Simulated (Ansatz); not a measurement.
Species: S2 (charge 0, triplet). 
Geometry from a B3LYP-D3(BJ)/def2-TZVP (Ansatz, an electronic-structure program) optimisation:
```
S
S 1 1.9037
```
Charge 0, spin multiplicity 3.

Atomisation energy built up term by term with Ansatz (kcal/mol; UHF references for open shells; valence terms freeze the core; atomic spin-orbit terms are left out). CBS marks a two-point X^-3 extrapolation of the correlation energy; Hartree-Fock from the larger set (for Q and 5 zeta extrapolated as (X+1)exp(-9√X)).

| term | basis | kcal/mol |
|---|---|---|
| Hartree-Fock | CBS(cc-pV(Q+d)Z,cc-pV(5+d)Z) | 51.65 |
| CCSD correlation | CBS(cc-pV(Q+d)Z,cc-pV(5+d)Z) | [?] |
| (T) | CBS(cc-pV(Q+d)Z,cc-pV(5+d)Z) | [?] |
| CCSDT - CCSD(T) | cc-pV(D+d)Z | 0.14 |
| core correlation | cc-pwCVTZ | 0.62 |
| scalar relativity (X2C) | cc-pVTZ-DK against cc-pVTZ | -0.28 |
| sum: De |  | [?] |

Task: Complete the blanks.

Result: 
- CCSD correlation, kcal/mol: 44.36
- (T), kcal/mol: 7.31
- sum: De, kcal/mol: 103.8
